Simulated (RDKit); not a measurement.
Input for RDKit: MMFF94 on CH7NO (a complex).

```python
from rdkit import Chem
from rdkit.Chem import AllChem, rdDetermineBonds

blocks = [
'''7

N    -0.97374799   -0.75779021   -0.35087763
H    -1.06943499   -1.72662121   -0.07502463
H    -1.56288799   -0.64435521   -1.16563763
C    -1.45719299    0.11028979    0.72949937
H    -1.35304399    1.14735579    0.42164737
H    -2.49502099   -0.06311421    1.02063037
H    -0.82530699   -0.02939521    1.60274037
''',
'''3

O     2.14996601    0.63157479   -0.26446963
H     1.33244901    0.13530279   -0.43762263
H     2.73186801    0.37307779   -0.98021563
''',
]
mol = None
for b in blocks:
    f = Chem.MolFromXYZBlock(b)
    rdDetermineBonds.DetermineBonds(f, charge=0)
    mol = f if mol is None else Chem.CombineMols(mol, f)
Chem.SanitizeMol(mol)
print(Chem.MolToSmiles(Chem.RemoveHs(mol)))
ff = AllChem.MMFFGetMoleculeForceField(mol, AllChem.MMFFGetMoleculeProperties(mol), nonBondedThresh=100.0, ignoreInterfragInteractions=False)
e = ff.CalcEnergy()
print(f'MMFF94 energy {e:.6f} kcal/mol')
```

The log:

```
CN.O
MMFF94 energy -5.349567 kcal/mol
```

The run finished.

Cost: very roughly 0.03 core-seconds.
